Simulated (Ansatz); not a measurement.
Isolated molecules relaxed with PBE0-D4/def2-TZVP in Ansatz; ΔE leaves out vibrations. CCSD(T)/CBS is extrapolated from def2-TZVPP and def2-QZVPP, frozen cores. DFT in def2-TZVPP. Each species was taken in one conformer, which may not be the lowest.

`F[Si]S` + HCl → `S[Si]Cl` + H–F  (ligand exchange at the Si–F bond)

```
  species  revPBE-D4 energy (Eh)
 `F[Si]S`             -788.09822
      HCl             -460.73668
`S[Si]Cl`            -1148.37072
      H–F             -100.45779
```

Question: Work out ΔE.

Answer: ΔE = (-1148.37072) + (-100.45779) − (-788.09822) − (-460.73668) = 0.00639 Eh = +4.0 kcal/mol. CCSD(T)/CBS gives +5.8 kcal/mol.

Largest T1 diagnostic among the species: 0.015.

At CCSD(T), def2-SVP lies +2.4 kcal/mol from the extrapolated value and def2-TZVPP +1.2 kcal/mol. The D4 term adds −1.3 kcal/mol with B3LYP and −0.7 kcal/mol with PBE0; it sums over pairs of atoms, weighted by their polarisabilities, and B3LYP, whose exchange is more repulsive, gets the larger term.

B3LYP here is the variant with VWN-RPA as its local correlation; programs differ in this.
